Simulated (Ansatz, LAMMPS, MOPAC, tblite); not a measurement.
Wurtzite ZnO: properties by level of theory

Reference values: lattice constant a 3.248 Å (measured, 4 K, zero-point motion not removed; as tabulated in arXiv:1206.3780); lattice parameter c 5.204 Å (measured, 4 K, zero-point motion not removed; as tabulated in arXiv:1206.3780).

| level (code) | lattice constant a (Å) | lattice parameter c (Å) |
|---|---|---|
| ionic model pedone2006 (rigid ions, LAMMPS) | 3.246 | 5.097 |
| ReaxFF ZnOH (LAMMPS) | 3.278 | 5.310 |
| AM1 semi-empirical Hartree-Fock (MOPAC) | 3.450 | 5.637 |
| GFN1-xTB (tblite) | 3.556 | 5.665 |
| MNDO semi-empirical Hartree-Fock (MOPAC) | 3.377 | 5.550 |
| PBE-D3(BJ) (Ansatz) | 3.254 | 5.256 |

Differences from the reference values (errors of the level alone only where the reference is corrected to a static lattice):

```csv
level,lattice constant a (%),lattice parameter c (%)
ionic model pedone2006,-0.06,-2.06
ReaxFF ZnOH,+0.92,+2.04
AM1 semi-empirical Hartree-Fock (MOPAC),+6.22,+8.32
GFN1-xTB,+9.48,+8.86
MNDO semi-empirical Hartree-Fock (MOPAC),+3.97,+6.65
PBE-D3(BJ),+0.18,+1.00
```

Nearest: lattice constant a, not ranked (one source); lattice parameter c, not ranked (one source).

Empirical potentials (ReaxFF ZnOH, ionic model pedone2006) are fitted to chosen data: where that held the value shown, agreement is built in, and what lay outside the fit can be far off.

Caveats: the cell moved over 20 % in volume from its start (GFN1-xTB); the method was fitted mainly to molecules (AM1 semi-empirical Hartree-Fock (MOPAC), GFN1-xTB, MNDO semi-empirical Hartree-Fock (MOPAC)); the run uses a supercell at the zone centre in place of a k mesh (AM1 semi-empirical Hartree-Fock (MOPAC), GFN1-xTB, MNDO semi-empirical Hartree-Fock (MOPAC)). Ansatz's density-functional and Hartree–Fock values are scalar-relativistic unless marked +SOC, with PAW data made under PBE.

Differences are worked out from the printed values.

Computed values are for the static lattice.

Ansatz is a quantum-chemistry and plane-wave program.
